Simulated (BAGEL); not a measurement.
# One shape, several levels: C3H4FS− (SMILES C/C=C(/F)[S-])

We compute a comparison of 4 runs (HF/6-31G*, B3LYP/6-31G*, PBE0/6-31G*, RI-MP2/6-31G*) of C3H4FS−. 

The calculation is run with BAGEL 1.2.2.

2 further runs of the same task are left out: 2 set aside as unsound or not needed.

## Step 1: The structure to begin with

C3H4FS− has 9 atoms, charge -1, and is taken as a singlet. As SMILES, `C/C=C(/F)[S-]`. The coordinates come from a GFN2-xTB relaxation.

Bond lengths: C1–C2 1.498 Å, C2–C3 1.342 Å, C3–F4 1.402 Å, C3–S5 1.684 Å, C1–H6 1.091 Å, C1–H7 1.093 Å, C1–H8 1.093 Å, C2–H9 1.082 Å. Some angles: C1–C2–C3 122.0°, C2–C3–F4 114.6°, C2–C3–S5 128.7°, F4–C3–S5 116.6°, C1–C2–H9 118.5°, C3–C2–H9 119.5°, C2–C1–H6 110.9°, C2–C1–H7 110.8°, C2–C1–H8 110.8°, H6–C1–H7 108.7°.

## Step 2: A single-point energy at HF/6-31G(d) (density fitting with qzvpp-jkfit, spherical functions) (run 1)

The input, hf.json:

```json
{ "bagel": [

{
  "title": "molecule",
  "basis": "6-31gs.json",
  "df_basis": "qzvpp-jkfit",
  "angstrom": "true",
  "geometry": [
    { "atom": "C", "xyz": [   -0.782350,   -0.836070,   -0.254870 ] },
    { "atom": "C", "xyz": [    0.246830,   -0.087470,    0.534620 ] },
    { "atom": "C", "xyz": [    0.823650,    1.032500,    0.070800 ] },
    { "atom": "F", "xyz": [    1.764370,    1.606980,    0.936420 ] },
    { "atom": "S", "xyz": [    0.565170,    1.822560,   -1.394050 ] },
    { "atom": "H", "xyz": [   -1.122580,   -1.718710,    0.287810 ] },
    { "atom": "H", "xyz": [   -0.377620,   -1.151570,   -1.219740 ] },
    { "atom": "H", "xyz": [   -1.645750,   -0.201140,   -0.469180 ] },
    { "atom": "H", "xyz": [    0.528290,   -0.467070,    1.508200 ] }
  ]
},
{
  "title": "hf",
  "charge": -1
},
{
  "title": "print",
  "file": "orbitals.molden",
  "orbitals": "true"
}

]}
```

The basis set 6-31G* is read from a file made from the Basis Set Exchange's data (not shown).

Started as:

```bash
$ BAGEL_NUM_THREADS=1 BAGEL hf.json > hf.out
```

The program printed:

```text
* using 1 threads per process

  ===============================================================
  ===============================================================

  *** Geometry ***

  { "atom" : "C", "xyz" : [     -1.478427,     -1.579943,     -0.481634 ] },
  { "atom" : "C", "xyz" : [      0.466441,     -0.165294,      1.010285 ] },
  { "atom" : "C", "xyz" : [      1.556473,      1.951142,      0.133793 ] },
  { "atom" : "F", "xyz" : [      3.334176,      3.036752,      1.769577 ] },
  { "atom" : "S", "xyz" : [      1.068017,      3.444139,     -2.634373 ] },
  { "atom" : "H", "xyz" : [     -2.121369,     -3.247891,      0.543882 ] },
  { "atom" : "H", "xyz" : [     -0.713598,     -2.176152,     -2.304975 ] },
  { "atom" : "H", "xyz" : [     -3.110017,     -0.380100,     -0.886622 ] },
  { "atom" : "H", "xyz" : [      0.998323,     -0.882634,      2.850085 ] },

  Number of auxiliary basis functions:      502

  Since a DF basis is specified, we compute 2- and 3-index integrals:
    o Being stored without compression. Storage requirement is 0.027 GB

  Number of basis functions:       82
  Number of electrons      :       47

    * METHOD: MOLECULE                             0.27

  *** RHF ***

  === Nuclear Repulsion ===
   207.3591636403

      * DIIS with orbital gradients will be used.

  === RHF iteration (6-31gs.json) ===
      0       -612.70467944          0.01603469           0.07
      1       -612.83749702          0.00821865           0.07
      2       -612.86919243          0.00179260           0.07
      3       -612.87141625          0.00055050           0.07
      4       -612.87161627          0.00012350           0.07
      5       -612.87163955          0.00004343           0.07
      6       -612.87164247          0.00001837           0.07
      7       -612.87164295          0.00000420           0.06
      8       -612.87164297          0.00000170           0.07
      9       -612.87164298          0.00000084           0.07
     10       -612.87164298          0.00000029           0.07
     11       -612.87164298          0.00000012           0.07
     12       -612.87164298          0.00000004           0.07
     13       -612.87164298          0.00000002           0.07
     14       -612.87164298          0.00000001           0.07
    * SCF iteration converged.

    * Permanent dipole moment:
           (    0.397275,     1.242612,    -0.929280) a.u.

    * METHOD: HF                                   1.20

    * METHOD: PRINT                                0.02

  ===============================================================
```

It took 1.6 s on 1 thread of Arm Neoverse V1, shared host; peak memory 0.12 GiB.

## Step 3: The energy at B3LYP/6-31G(d) (density fitting with qzvpp-jkfit, spherical functions) (run 2)

The input, dft.json:

```json
{ "bagel": [

{
  "title": "molecule",
  "basis": "6-31gs.json",
  "df_basis": "qzvpp-jkfit",
  "angstrom": true,
  "geometry": [
    { "atom": "C", "xyz": [      -0.782350,      -0.836070,      -0.254870 ] },
    { "atom": "C", "xyz": [       0.246830,      -0.087470,       0.534620 ] },
    { "atom": "C", "xyz": [       0.823650,       1.032500,       0.070800 ] },
    { "atom": "F", "xyz": [       1.764370,       1.606980,       0.936420 ] },
    { "atom": "S", "xyz": [       0.565170,       1.822560,      -1.394050 ] },
    { "atom": "H", "xyz": [      -1.122580,      -1.718710,       0.287810 ] },
    { "atom": "H", "xyz": [      -0.377620,      -1.151570,      -1.219740 ] },
    { "atom": "H", "xyz": [      -1.645750,      -0.201140,      -0.469180 ] },
    { "atom": "H", "xyz": [       0.528290,      -0.467070,       1.508200 ] }
  ]
},

{
  "title": "ks",
  "xc_func": "b3lyp",
  "charge": -1
},

{
  "title": "print",
  "file": "orbitals.molden",
  "orbitals": true
}

]}
```

The basis set 6-31G* is read from a file made from the Basis Set Exchange's data (not shown).

Started as:

```bash
$ BAGEL_NUM_THREADS=1 BAGEL dft.json > dft.out
```

The program printed:

```text
* using 1 threads per process

  ===============================================================
  ===============================================================

  *** Geometry ***

  { "atom" : "C", "xyz" : [     -1.478427,     -1.579943,     -0.481634 ] },
  { "atom" : "C", "xyz" : [      0.466441,     -0.165294,      1.010285 ] },
  { "atom" : "C", "xyz" : [      1.556473,      1.951142,      0.133793 ] },
  { "atom" : "F", "xyz" : [      3.334176,      3.036752,      1.769577 ] },
  { "atom" : "S", "xyz" : [      1.068017,      3.444139,     -2.634373 ] },
  { "atom" : "H", "xyz" : [     -2.121369,     -3.247891,      0.543882 ] },
  { "atom" : "H", "xyz" : [     -0.713598,     -2.176152,     -2.304975 ] },
  { "atom" : "H", "xyz" : [     -3.110017,     -0.380100,     -0.886622 ] },
  { "atom" : "H", "xyz" : [      0.998323,     -0.882634,      2.850085 ] },

  Number of auxiliary basis functions:      502

  Since a DF basis is specified, we compute 2- and 3-index integrals:
    o Being stored without compression. Storage requirement is 0.027 GB

  Number of basis functions:       82
  Number of electrons      :       47

    * METHOD: MOLECULE                             0.27

  *** Kohn-Sham DFT ***

    * Removing 17334 points whose weight is below 1.00e-10
    * Grid points: 116820

  === Nuclear Repulsion ===
   207.3591636403

       - DIIS with orbital gradients will be used.

  === KS iteration (b3lyp / 6-31gs.json) ===
      0       -567.32348483          0.15713320           0.39
      1       -497.33973690          0.20535580           0.37
      2       -489.84706124          0.19682321           0.37
      3       -579.30998059          0.16103961           0.37
      4       -599.99432243          0.10624969           0.37
      5       -614.43182580          0.02128251           0.38
[... 14 lines of this table left out ...]
     20       -614.76708828          0.00000001           0.38
     21       -614.76708828          0.00000000           0.38
    * SCF iteration converged.

    * Permanent dipole moment:
           (    0.290882,     1.051050,    -0.863542) a.u.

    * METHOD: KS                                   8.91

    * METHOD: PRINT                                0.02

  ===============================================================
```

It took 9.3 s on 1 thread of Arm Neoverse V1, shared host; peak memory 0.47 GiB.

Run 3 isn't shown in full; the table further down has it.

## Step 4: A single-point energy at RI-MP2/6-31G(d) (density fitting with qzvpp-jkfit, spherical functions) (run 4)

The input, job.json:

```json
{ "bagel" : [

{
  "title" : "molecule",
  "basis" : "6-31gs.json",
  "df_basis" : "qzvpp-jkfit",
  "angstrom" : "true",
  "geometry" : [
    { "atom" : "C", "xyz" : [      -0.782350,      -0.836070,      -0.254870 ] },
    { "atom" : "C", "xyz" : [       0.246830,      -0.087470,       0.534620 ] },
    { "atom" : "C", "xyz" : [       0.823650,       1.032500,       0.070800 ] },
    { "atom" : "F", "xyz" : [       1.764370,       1.606980,       0.936420 ] },
    { "atom" : "S", "xyz" : [       0.565170,       1.822560,      -1.394050 ] },
    { "atom" : "H", "xyz" : [      -1.122580,      -1.718710,       0.287810 ] },
    { "atom" : "H", "xyz" : [      -0.377620,      -1.151570,      -1.219740 ] },
    { "atom" : "H", "xyz" : [      -1.645750,      -0.201140,      -0.469180 ] },
    { "atom" : "H", "xyz" : [       0.528290,      -0.467070,       1.508200 ] }
  ]
},

{ "title" : "hf", "charge" : -1 },

{ "title" : "mp2", "charge" : -1, "ncore" : 9 }

]}
```

The basis set 6-31G* is read from a file made from the Basis Set Exchange's data (not shown).

Started as:

```bash
$ BAGEL_NUM_THREADS=1 BAGEL job.json > job.out
```

The program printed:

```text
* using 1 threads per process

  ===============================================================
  ===============================================================

  *** Geometry ***

  { "atom" : "C", "xyz" : [     -1.478427,     -1.579943,     -0.481634 ] },
  { "atom" : "C", "xyz" : [      0.466441,     -0.165294,      1.010285 ] },
  { "atom" : "C", "xyz" : [      1.556473,      1.951142,      0.133793 ] },
[... 5 lines of this table left out ...]
  { "atom" : "H", "xyz" : [      0.998323,     -0.882634,      2.850085 ] },

  Number of auxiliary basis functions:      502

  Since a DF basis is specified, we compute 2- and 3-index integrals:
    o Being stored without compression. Storage requirement is 0.027 GB

  Number of basis functions:       82
  Number of electrons      :       47

    * METHOD: MOLECULE                             0.27

  *** RHF ***

  === Nuclear Repulsion ===
   207.3591636403

      * DIIS with orbital gradients will be used.

  === RHF iteration (6-31gs.json) ===
      0       -612.70467944          0.01603469           0.07
      1       -612.83749702          0.00821865           0.07
      2       -612.86919243          0.00179260           0.07
[... 11 lines of this table left out ...]
     14       -612.87164298          0.00000001           0.07
    * SCF iteration converged.

    * Permanent dipole moment:
           (    0.397275,     1.242612,    -0.929280) a.u.

    * METHOD: HF                                   1.24

  *** RHF ***

  === Nuclear Repulsion ===
   207.3591636403

      * DIIS with orbital gradients will be used.

  === RHF iteration (6-31gs.json) ===
      0       -612.87164298          0.00000000           0.07
    * SCF iteration converged.

    * Permanent dipole moment:
           (    0.397275,     1.242613,    -0.929280) a.u.

  === DF-MP2 calculation ===

    * freezing 9 orbitals
    * 3-index integral transformation done
    * assembly done

      MP2 correlation energy:   -0.6745665576      0.05

      MP2 total energy:       -613.5462095340

    * METHOD: MP2                                  0.22

  ===============================================================
```

Run time: 1.9 s. Hardware: 1 thread of Arm Neoverse V1, shared host; peak memory 0.12 GiB.

## Step 5: The series

| run | level | frozen core orbitals | energy (Eh) | HOMO energy (eV) | LUMO energy (eV) | HOMO–LUMO gap (eV) | wall time |
| --- | --- | --- | --- | --- | --- | --- | --- |
| 1 | HF/6-31G* (density fitting with qzvpp-jkfit, spherical functions) | – | -612.871643 | -2.23 | 10.18 | 12.41 | 1.6 s |
| 2 | B3LYP/6-31G* (density fitting with qzvpp-jkfit, spherical functions) | – | -614.767088 | 0.44 | 6.30 | 5.86 | 9.3 s |
| 3 | PBE0/6-31G* (density fitting with qzvpp-jkfit, spherical functions) | – | -614.377473 | 0.16 | 6.44 | 6.28 | 10 s |
| 4 | RI-MP2/6-31G* (density fitting with qzvpp-jkfit, spherical functions) | 9 | -613.546210 | – | – | – | 1.9 s |

## Step 6: Summary of results

```
                                          quantity          value
                               run 4: total energy  -613.54621 Eh
run 4: correlation energy (9 core orbitals frozen)     -674.6 mEh
```

What this shows: Over runs 1, 2, 3 the HOMO–LUMO gap runs from 5.86 eV (B3LYP/6-31G*) to 12.41 eV (HF/6-31G*). Exact exchange widens orbital gaps. The empty levels of an anion lie above zero and hang on the basis. Totals of different functionals can't be ranked against each other. In runs 2, 3 the HOMO lies above zero, so the outermost electron may be held by the basis alone. All runs together took 23 s, the longest 10 s.
